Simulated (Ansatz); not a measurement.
A calculation with Ansatz (development build ahead of 0.2.0).

```yaml
crystal:
  periodic: [false, false, false]
  atoms:
    - { symbol: S, position_ang: [0.01844, -0.03461, -0.90256] }
    - { symbol: F, position_ang: [0.01709, -0.02045, 0.91385] }
basis:
  gaussian: { orbitals: def2-SVP }
total_charge: -1
hamiltonian:
  xc: hf
correlation:
  method: mp2
  frozen_orbitals: { F: 1, S: 5 }
```

The input is written out in the form of the current development build from the run's settings.

The run gave:

```json
{"Converged": "yes", "Reference energy": "-496.71681 hartree", "Correlation energy": "-0.30739 hartree", "Total energy": "-497.02420 hartree", "Spin squared of the determinant": "0.000", "Stability test": "minimum among restricted orbitals", "Occupied orbitals by symmetry in an Abelian subgroup (alpha; beta)": "7 A1 3 B1 3 B2; 7 A1 3 B1 3 B2"}
```

Messages of the program:
```
mean field -13516.35293558 eV, -496.7168086694 hartree, gradient 9.2e-6 eV, S^2 0.000000; 0 other ends of a descent, 0 dependent functions left out
```

Caution: no diffuse functions for an anion.
